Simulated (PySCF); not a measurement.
Predicted microwave data (PySCF, PBE0-D3(BJ)/def2-TZVP geometry optimisation, gas phase) for one isomer of C5H4S:

| Property | Result |
| --- | --- |
| Rotational constants | A = 32023, B = 940.8, C = 914.0 MHz |
| Dipole components | \|μa\| = 3.77 D, \|μb\| = 0.20 D, \|μc\| = 0.00 D |
| Inertial defect | 0.00 u·Å² |
| κ | -1.00 |

Task: Which structure is it? (One computed conformer of each.)
A. `S=C1C=CC=C1` (cyclopentadienethione)
B. `[CH2:1]=[C:2]=[C:3]=[CH:4][CH:5]=[S:6]` with C3–C4–C5–S6 180°

Result: B. It is C=C=C=CC=S, a near-prolate asymmetric top, point group Cs. The candidates at the same level (rigid rotor, commonest isotopes):

```
     SMILES  A (MHz)  B (MHz)  C (MHz)  μa (D)  μb (D)  μc (D)  Δ (u·Å²)  point group                        rotor
 C=C=C=CC=S    32023    940.8    914.0    3.77    0.20    0.00      0.00           Cs  near-prolate asymmetric top
S=C1C=CC=C1     8416     2256     1779    2.41    0.00    0.00      0.00          C2v               asymmetric top
```

`S=C1C=CC=C1` has B 140 % too high. In the right answer the mirror of this Cs structure is the ab plane, so μc vanishes by symmetry. No structure here is proved a minimum.
